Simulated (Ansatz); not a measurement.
**AlMgH3 (singlet): wave-function methods side by side at distance Mg2–H5 = 1.515 Å, 6-31G**

One table from this session's results is given with a row withheld; the runs are named, their logs left out.

Program: Ansatz 0.2.0, Gaussian basis. Level of theory: 6-31G, core rule «outside noble gas», up to 10 orbitals frozen. These are calculated values, not measurements.

To be run: UHF; CCSD(T) on RHF; BCCD(T) on RHF; CISD; CCSDT(Q) on RHF; CCSDTQ on RHF; CASSCF and MRCISD+Q, 2 electrons in 2 orbitals; CASSCF and NEVPT2, 2 electrons in 2 orbitals; CASSCF and MRCISD+Q, 8 electrons in 11 orbitals; CASSCF and NEVPT2, 8 electrons in 11 orbitals; Full CI.

28 further runs of the same task are left out: 1 for a known fault of the program, 17 that didn't finish, 10 set aside as unsound or not needed. Runs told in other sessions of the task aren't counted.

### What is computed

The geometry derives from a PBE0/def2-TZVP stationary point (not a proven minimum). One bond is set to the value named and the two fragments are kept rigid.

5 atoms, charge 0, spin multiplicity 1.

Atoms are counted from 1 here; the program's logs count them from 0.

Bond lengths: Al1–H3 1.602 Å, Al1–H4 1.602 Å, Mg2–H5 1.515 Å. Angles: H3–Al1–H4 113.1°.

The first run:

Contents of in.yaml:

```yaml
crystal:
  periodic: [false, false, false]
  atoms:
    - {symbol: Al, position_ang: [0.000000, 0.000000, 1.272856]}
    - {symbol: Mg, position_ang: [0.000000, 0.000000, -1.468106]}
    - {symbol: H, position_ang: [0.000000, 1.336907, 2.155645]}
    - {symbol: H, position_ang: [0.000000, -1.336907, 2.155645]}
    - {symbol: H, position_ang: [0.000000, 0.000000, -2.983106]}
basis:
  gaussian: {orbitals: 6-31G}
magnetization: {spin_polarized: true, initial_magnetization: 0}
hamiltonian: {xc: hf}
output: {orbitals: {seedname: orbitals}}
```

Command:

```sh
$ ansatz run in.yaml --threads 1 --pin off --events-out ev --progress --plain --max-ram 2393MiB
```

Among the steps run: UHF; CCSD(T) on RHF; BCCD(T) on RHF; CISD; CCSDT(Q) on RHF; CCSDTQ on RHF; CASSCF and MRCISD+Q, 2 electrons in 2 orbitals; CASSCF and NEVPT2, 2 electrons in 2 orbitals; CASSCF and MRCISD+Q, 8 electrons in 11 orbitals; CASSCF and NEVPT2, 8 electrons in 11 orbitals; Full CI.

One of the session's tables, all rows but one given; the rest of the session is left out.

```
          method  from FCI (meV)
             RHF         +2186.0
            RMP2          +681.5
            CISD          +145.7
           RCCSD           +46.9
        RCCSD(T)           +16.7
         BCCD(T)           +16.3
          RCCSDT            +2.3
       RCCSDT(Q)               ?
         RCCSDTQ            +0.1
  CASSCF valence          +451.9
  NEVPT2 valence          +152.1
  MRCISD valence           +15.2
MRCISD+Q valence            +8.9
             FCI               0
```

Q: Estimate the row for RCCSDT(Q) from the others.

As computed: from FCI (meV): +0.7. In the column «from FCI (meV)» it lies between RCCSDTQ (+0.1) and RCCSDT (+2.3).

Not comparable, so not listed: CASSCF and MRCISD+Q, 2 electrons in 2 orbitals (they don't share determinant, frozen orbitals or solution with the rows shown, or repeat one).

To keep in mind: Left out of the table: CASSCF pair, NEVPT2 pair (the active space lost an orbital or holds another state than full CI finds). Warnings in the runs' records: passed over end.
